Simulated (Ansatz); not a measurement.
B20 (FeSi-type) FeSi was calculated with PBE (Ansatz, an electronic-structure program, plane waves, PAW).

Run with plane-wave cutoff 520 eV, 8×8×8 k mesh, Fermi–Dirac smearing 0.01 eV, no spin polarisation, scalar-relativistic PAW data made under PBE.

Starting structure:

```
CELL_PARAMETERS angstrom
      4.49000     0.00000     0.00000
      0.00000     4.49000     0.00000
      0.00000     0.00000     4.49000
ATOMIC_POSITIONS crystal
  Fe 0.86300 0.63700 0.36300
  Fe 0.36300 0.86300 0.63700
  Fe 0.13700 0.13700 0.13700
  Fe 0.63700 0.36300 0.86300
  Si 0.15700 0.34300 0.65700
  Si 0.65700 0.15700 0.34300
  Si 0.84300 0.84300 0.84300
  Si 0.34300 0.65700 0.15700
```

Task: Into what structure does the relaxation of cell and atoms lead at this level, with the symmetry of the start kept?

Result: The volume falls by 2.8 %; final space group P2_13.
```
CELL_PARAMETERS angstrom
      4.44798     0.00000     0.00000
      0.00000     4.44798     0.00000
      0.00000     0.00000     4.44798
ATOMIC_POSITIONS crystal
  Fe 0.86400 0.63600 0.36400
  Fe 0.36400 0.86400 0.63600
  Fe 0.13600 0.13600 0.13600
  Fe 0.63600 0.36400 0.86400
  Si 0.15928 0.34072 0.65928
  Si 0.65928 0.15928 0.34072
  Si 0.84072 0.84072 0.84072
  Si 0.34072 0.65928 0.15928
```
